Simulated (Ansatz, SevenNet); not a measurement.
Elastic constant C44 (GPa) of solids drawn from the class of elemental solids other than molecular ones, at two levels: the machine-learned potential SevenNet-0 (trained on PBE and PBE+U data), and r²SCAN in Ansatz (PAW).

```
solid                 SevenNet-0  r²SCAN  shift (%)
--------------------  ----------  ------  ---------
fcc Ir                      85.9     277       +222
hcp Y                       7.35    23.3       +217
bcc Na                      4.57    6.49        +42
fcc Pd                      72.9    60.1      -17.6
fcc Ca                      9.49    17.4        +83
diamond-structure Ge        10.4    67.3       +547
fcc Rh                      90.5     197       +118
hcp Ti                      15.1    51.7       +242
hcp Os                      59.9     276       +361
```

The shifts run from -17.6 % to +547 %, with a median of +217 %.

Over all 9 rows r²SCAN is the larger in 8.

Ansatz's runs of these crystals have no spin polarisation. Meta-GGA and hybrid levels favour moments, which can bear on hcp Y, fcc Pd, fcc Rh, hcp Ti.

Spin–orbit coupling is left out, also for the solids with elements from indium on (fcc Ir, hcp Os); its size isn't shown.

Each level is taken at its own relaxed cell. Ansatz's density-functional and Hartree–Fock values are scalar-relativistic unless marked +SOC, with PAW data made under PBE.

Ansatz is a first-principles code.
